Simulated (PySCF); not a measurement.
Atomic charges against the basis set

Cyclopropene, C3H4.
Structure used (PBE0-D3(BJ)/def2-SVP), in Å, numbered top down from 1:
```xyz
7
C3H4 angstrom
C     -0.5273    0.6691    0.1296
C     -0.6389   -0.6049   -0.0845
C      0.7636   -0.0732   -0.0492
H     -0.9870    1.6372    0.3110
H     -1.2583   -1.4887   -0.2129
H      1.4056   -0.2754    0.8234
H      1.3342    0.0340   -0.9859
```

PBE0 throughout (PySCF), one geometry, spherical d and f functions. Isolated species at its PBE0-D3(BJ)/def2-SVP geometry, gas phase. Atoms taken as equivalent share a column and are averaged.

Mulliken charges (e):

| basis | functions | C1/C2 | C3 | H4/H5 | H6/H7 |
| --- | --- | --- | --- | --- | --- |
| STO-3G | 19 | -0.101 | -0.150 | +0.107 | +0.069 |
| 6-31G | 35 | -0.156 | -0.370 | +0.184 | +0.157 |
| pcSseg-0 | 35 | -0.255 | -0.471 | +0.258 | +0.233 |
| 6-31G* | 50 | -0.147 | -0.379 | +0.178 | +0.159 |
| def2-SVP | 62 | -0.062 | -0.085 | +0.047 | +0.057 |
| cc-pVDZ | 62 | -0.043 | -0.035 | +0.018 | +0.042 |
| 6-311+G(2d,p) | 105 | -0.134 | -0.186 | +0.127 | +0.100 |
| aug-cc-pVDZ | 105 | +0.402 | +0.641 | -0.360 | -0.362 |
| def2-TZVP | 117 | -0.133 | -0.262 | +0.159 | +0.104 |
| IGLO-III | 145 | -0.089 | -0.219 | +0.109 | +0.090 |
| cc-pVTZ | 146 | -0.127 | -0.186 | +0.130 | +0.089 |

IAO charges (e):

```json
{"basis": "STO-3G", "functions": "19", "C1/C2": "-0.130", "C3": "-0.262", "H4/H5": "+0.148", "H6/H7": "+0.113"}
{"basis": "6-31G", "functions": "35", "C1/C2": "-0.152", "C3": "-0.286", "H4/H5": "+0.171", "H6/H7": "+0.124"}
{"basis": "pcSseg-0", "functions": "35", "C1/C2": "-0.149", "C3": "-0.291", "H4/H5": "+0.168", "H6/H7": "+0.126"}
{"basis": "6-31G*", "functions": "50", "C1/C2": "-0.147", "C3": "-0.264", "H4/H5": "+0.165", "H6/H7": "+0.114"}
{"basis": "def2-SVP", "functions": "62", "C1/C2": "-0.144", "C3": "-0.259", "H4/H5": "+0.163", "H6/H7": "+0.110"}
{"basis": "cc-pVDZ", "functions": "62", "C1/C2": "-0.149", "C3": "-0.266", "H4/H5": "+0.168", "H6/H7": "+0.114"}
{"basis": "6-311+G(2d,p)", "functions": "105", "C1/C2": "-0.153", "C3": "-0.278", "H4/H5": "+0.172", "H6/H7": "+0.120"}
{"basis": "aug-cc-pVDZ", "functions": "105", "C1/C2": "-0.154", "C3": "-0.276", "H4/H5": "+0.172", "H6/H7": "+0.119"}
{"basis": "def2-TZVP", "functions": "117", "C1/C2": "-0.153", "C3": "-0.278", "H4/H5": "+0.172", "H6/H7": "+0.120"}
{"basis": "IGLO-III", "functions": "145", "C1/C2": "-0.154", "C3": "-0.279", "H4/H5": "+0.173", "H6/H7": "+0.120"}
{"basis": "cc-pVTZ", "functions": "146", "C1/C2": "-0.153", "C3": "-0.278", "H4/H5": "+0.172", "H6/H7": "+0.120"}
```

Hirshfeld charges (e):

```tsv
basis	functions	C1/C2	C3	H4/H5	H6/H7
STO-3G	19	-0.044	-0.044	+0.058	+0.008
6-31G	35	-0.054	-0.090	+0.075	+0.024
pcSseg-0	35	-0.048	-0.091	+0.072	+0.022
6-31G*	50	-0.053	-0.091	+0.075	+0.023
def2-SVP	62	-0.048	-0.098	+0.073	+0.024
cc-pVDZ	62	-0.048	-0.097	+0.074	+0.023
6-311+G(2d,p)	105	-0.054	-0.103	+0.077	+0.028
aug-cc-pVDZ	105	-0.054	-0.107	+0.078	+0.030
def2-TZVP	117	-0.054	-0.104	+0.077	+0.029
IGLO-III	145	-0.054	-0.106	+0.077	+0.030
cc-pVTZ	146	-0.053	-0.103	+0.076	+0.028
```

ESP-fitted charges (e):

| basis | functions | C1/C2 | C3 | H4/H5 | H6/H7 |
| --- | --- | --- | --- | --- | --- |
| STO-3G | 19 | -0.101 | -0.194 | +0.121 | +0.077 |
| 6-31G | 35 | -0.152 | -0.211 | +0.165 | +0.092 |
| pcSseg-0 | 35 | -0.160 | -0.277 | +0.179 | +0.120 |
| 6-31G* | 50 | -0.160 | -0.192 | +0.170 | +0.086 |
| def2-SVP | 62 | -0.163 | -0.150 | +0.167 | +0.071 |
| cc-pVDZ | 62 | -0.164 | -0.144 | +0.167 | +0.069 |
| 6-311+G(2d,p) | 105 | -0.187 | -0.151 | +0.184 | +0.078 |
| aug-cc-pVDZ | 105 | -0.179 | -0.143 | +0.177 | +0.073 |
| def2-TZVP | 117 | -0.180 | -0.154 | +0.180 | +0.078 |
| IGLO-III | 145 | -0.179 | -0.141 | +0.177 | +0.073 |
| cc-pVTZ | 146 | -0.177 | -0.152 | +0.177 | +0.076 |

Question: Which scheme is steadiest as the basis changes?

Answer: Largest range over the bases for any column: IAO 0.03 e, Hirshfeld 0.06 e, ESP-fitted 0.14 e, Mulliken 1.11 e. IAO charges move least and Mulliken charges most, counted in e. Without the minimal STO-3G basis the ranges are IAO 0.03, Hirshfeld 0.02, ESP-fitted 0.14, Mulliken 1.11 e.

Question: How much do the charges still move between the two largest bases, IGLO-III and cc-pVTZ?

Answer: At most, over all atoms: Mulliken 0.037 e, IAO 0.001 e, Hirshfeld 0.003 e, ESP-fitted 0.011 e.

Question: What do the same runs give for the total energy, the frontier levels and the dipole moment?

Answer: 
```
        basis  energy (Eh)  HOMO (eV)  LUMO (eV)  μ (D)
       STO-3G    -115.0529      -5.66       3.47   0.46
        6-31G    -116.4358      -7.04       0.57   0.51
     pcSseg-0    -116.1982      -7.42       0.20   0.50
       6-31G*    -116.4711      -6.97       0.64   0.53
     def2-SVP    -116.3927      -7.17       0.28   0.53
      cc-pVDZ    -116.4811      -7.08       0.38   0.53
6-311+G(2d,p)    -116.5058      -7.19      -0.07   0.48
  aug-cc-pVDZ    -116.4862      -7.18      -0.07   0.49
    def2-TZVP    -116.5164      -7.19       0.07   0.50
     IGLO-III    -116.5183      -7.19      -0.04   0.49
      cc-pVTZ    -116.5143      -7.17       0.15   0.50
```
